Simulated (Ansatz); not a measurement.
# C5H7: the cost of one run

Program: Ansatz 0.2.0 through its Python package. The levels of theory stand in the script. These are calculated values, not measurements.

**1. The structure**

Bond lengths: C1–C2 1.200 Å, C2–C3 1.422 Å, C3–C4 1.495 Å, C3–C5 1.495 Å, C1–H6 1.065 Å, C4–H7 1.095 Å, C4–H8 1.095 Å, C4–H9 1.095 Å, C5–H10 1.095 Å, C5–H11 1.095 Å, C5–H12 1.095 Å. Angles (14 of 17 angles, heavy atoms first): C1–C2–C3 180.0°, C2–C3–C4 121.2°, C2–C3–C5 121.2°, C4–C3–C5 117.7°, C2–C1–H6 180.0°, C3–C4–H7 110.4°, C3–C4–H8 111.7°, C3–C4–H9 110.4°, C3–C5–H10 110.4°, C3–C5–H11 110.4°, C3–C5–H12 111.7°, H7–C4–H8 107.9°, H7–C4–H9 108.5°, H8–C4–H9 107.9°.

The script holds or builds the structure itself.

**2. Script**

run_methods.py reads:

```python
"""C5H7(+) at several levels of theory."""

from pathlib import Path

import ansatz as az
import numpy as np

geometry_ang = [
    ("C", (2.2276, -1.3316, 0.0146)),
    ("C", (1.1976, -0.7159, 0.0079)),
    ("C", (-0.0231, 0.0138, -0.0001)),
    ("C", (-1.3352, -0.6718, 0.2049)),
    ("C", (-0.0384, 1.493, -0.2139)),
    ("H", (3.1417, -1.8781, 0.0206)),
    ("H", (-1.8416, -0.2688, 1.0876)),
    ("H", (-1.2095, -1.7495, 0.3514)),
    ("H", (-1.9824, -0.5235, -0.6653)),
    ("H", (-0.4838, 1.9978, 0.6491)),
    ("H", (-0.6246, 1.743, -1.1038)),
    ("H", (0.9717, 1.8917, -0.353)),
]
geometry = az.Crystal.molecule()
for symbol, xyz in geometry_ang:
    geometry = geometry.atom(symbol, xyz)

calc = geometry.calculation().basis(gaussian="def2-SVP").charge(1)

print("functional    E (Ha)        dipole (D)   HOMO (eV)  LUMO (eV)")
for name in ["cam_b3lyp", "r2scan0", "pbe0", "blyp"]:
    rep = calc.functional(name).forces().orbitals().run(threads=1, pin="off", runs_dir="runs").report
    lines = Path(rep["orbitals_path"]).read_text().splitlines()
    field_of = lambda key: [line.split("=")[1].strip() for line in lines if line.startswith(key)]
    orbitals = [(27.211386 * float(e), s, float(n)) for e, s, n in zip(field_of("Ene="), field_of("Spin="), field_of("Occup="))]
    homo = max(e for e, _, n in orbitals if n > 0.5)
    lumo = min(e for e, _, n in orbitals if n < 0.5)
    dipole = 4.803205 * np.linalg.norm(rep["charge_distribution"]["dipole_moment_e_ang"])
    print(f"{name:10s} {rep['free_energy_ev'] / 27.211386246:14.6f} {dipole:9.3f} {homo:11.3f} {lumo:10.3f}")
```

**3. The input behind the calls**

The engine receives this input (first run):

```yaml
crystal:
  periodic: [false, false, false]
  atoms:
    - { symbol: C, position_ang: [2.2276, -1.3316, 0.0146] }
    - { symbol: C, position_ang: [1.1976, -0.7159, 0.0079] }
    - { symbol: C, position_ang: [-0.0231, 0.0138, -0.0001] }
    - { symbol: C, position_ang: [-1.3352, -0.6718, 0.2049] }
    - { symbol: C, position_ang: [-0.0384, 1.493, -0.2139] }
    - { symbol: H, position_ang: [3.1417, -1.8781, 0.0206] }
    - { symbol: H, position_ang: [-1.8416, -0.2688, 1.0876] }
    - { symbol: H, position_ang: [-1.2095, -1.7495, 0.3514] }
    - { symbol: H, position_ang: [-1.9824, -0.5235, -0.6653] }
    - { symbol: H, position_ang: [-0.4838, 1.9978, 0.6491] }
    - { symbol: H, position_ang: [-0.6246, 1.743, -1.1038] }
    - { symbol: H, position_ang: [0.9717, 1.8917, -0.353] }
basis:
  gaussian:
    orbitals: def2-SVP
hamiltonian:
  xc: cam_b3lyp
total_charge: 1.0
output:
  orbitals: {}
  forces: true
```

**4. Running it**

Started as:

```bash
$ python run_methods.py
```

Q: Estimate wall time and peak memory on 1 thread of Arm Neoverse V1, shared host.

About 20 s, with a peak of 0.29 GiB.
